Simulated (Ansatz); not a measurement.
# AlH₄ (doublet): wave-function methods side by side at distance Al1–H4 along a hydrogen transfer = 1.630 Å, cc-pVDZ

Aim: climb from Hartree-Fock through coupled cluster and multireference methods for AlH₄ (doublet) at one geometry and basis, and see what each rung misses.

Program: Ansatz 0.2.0, Gaussian basis. Level of theory: cc-pVDZ, core rule «outside noble gas», up to 5 orbitals frozen. These are calculated values, not measurements.

The runs, in order: UHF; CCSD(T) on ROHF; CCSD(T) on UHF; BCCD(T) on ROHF; CISD; CCSDT(Q) on ROHF; CCSDT(Q) on UHF; CCSDTQ on ROHF; CCSDTQ on UHF; CASSCF and MRCISD+Q, 3 electrons in 3 orbitals; CASSCF and NEVPT2, 3 electrons in 3 orbitals; Full CI.

8 further runs of the same task are left out: 8 for a known fault of the program.

## Step 1: What is computed

The geometry derives from fragments relaxed apart (PBE0/def2-TZVP) and kept rigid, so it is no stationary point. A hydrogen atom is moved between rigid fragments.

5 atoms, charge 0, spin multiplicity 2.

Atoms are counted from 1 here; the program's logs count them from 0.

Bond lengths: Al1–H2 1.586 Å, Al1–H3 1.586 Å, Al1–H4 1.630 Å. Angles: H2–Al1–H3 120.0°, H2–Al1–H4 120.0°, H3–Al1–H4 120.0°.

Coordinates:

```xyz
5
charge 0, multiplicity 2
Al   -0.0872    0.0000    0.0000
H    -0.8801    1.3734    0.0000
H    -0.8801   -1.3734    0.0000
H     1.5428    0.0000    0.0000
H     2.5508    0.0000    0.0000
```

## Step 2: UHF

Input file in.yaml:

```yaml
crystal:
  periodic: [false, false, false]
  atoms:
    - {symbol: Al, position_ang: [-0.087171, 0.000000, 0.000000]}
    - {symbol: H, position_ang: [-0.880094, 1.373384, 0.000000]}
    - {symbol: H, position_ang: [-0.880094, -1.373384, 0.000000]}
    - {symbol: H, position_ang: [1.542829, 0.000000, 0.000000]}
    - {symbol: H, position_ang: [2.550829, 0.000000, 0.000000]}
basis:
  gaussian: {orbitals: cc-pVDZ}
magnetization: {spin_polarized: true, initial_magnetization: 1}
hamiltonian: {xc: hf}
output: {orbitals: {seedname: orbitals}}
```

Run with:

```bash
$ ansatz run in.yaml --threads 1 --pin off --events-out ev --progress --plain --max-ram 2816MiB --backend cpu
```

Further steps of the session: CCSD(T) on ROHF; CCSD(T) on UHF; BCCD(T) on ROHF; CISD; CCSDT(Q) on ROHF; CCSDT(Q) on UHF; CCSDTQ on ROHF; CCSDTQ on UHF; CASSCF and MRCISD+Q, 3 electrons in 3 orbitals; CASSCF and NEVPT2, 3 electrons in 3 orbitals; Full CI.

Q: Predict the results of all the runs planned. Wanted: FCI below the RHF energy; RMP2 from FCI; UMP2 from FCI; RCCSD from FCI; RCCSD(T) from FCI; UCCSD(T) from FCI; RCCSDT(Q) from FCI; UCCSDT(Q) from FCI; NEVPT2 pair from FCI.

As calculated:

| quantity | value |
| --- | --- |
| FCI below the RHF energy | -3.3405 eV |
| RMP2 from FCI | +19.08 kcal/mol |
| UMP2 from FCI | +19.16 kcal/mol |
| RCCSD from FCI | +1.49 kcal/mol |
| RCCSD(T) from FCI | +0.41 kcal/mol |
| UCCSD(T) from FCI | +0.41 kcal/mol |
| RCCSDT(Q) from FCI | +0.01 kcal/mol |
| UCCSDT(Q) from FCI | +0.01 kcal/mol |
| NEVPT2 pair from FCI | +18.13 kcal/mol |
| MRCISD+Q pair from FCI | -0.24 kcal/mol |
| levels within 1 kcal/mol (43 meV) | RCCSD(T), UCCSD(T), BCCD(T), RCCSDT, UCCSDT, RCCSDT(Q), UCCSDT(Q), RCCSDTQ, UCCSDTQ, MRCISD+Q pair |
| T1 diagnostic | 0.026 |
| effectively unpaired electrons | 1.03 |

In words: RCCSD(T) misses by +0.41 kcal/mol, 0.5 % of the correlation energy. MRCISD+Q pair falls below full CI: the +Q correction isn't variational, and the cores differ from full CI's. One determinant dominates. Of the multireference levels listed MRCISD+Q pair comes nearest in total energy (-0.24 kcal/mol), which doesn't show that its space is the better one. These misses are within one basis, not against nature; the frozen cores of restricted and unrestricted runs differ, which can shift their rows.
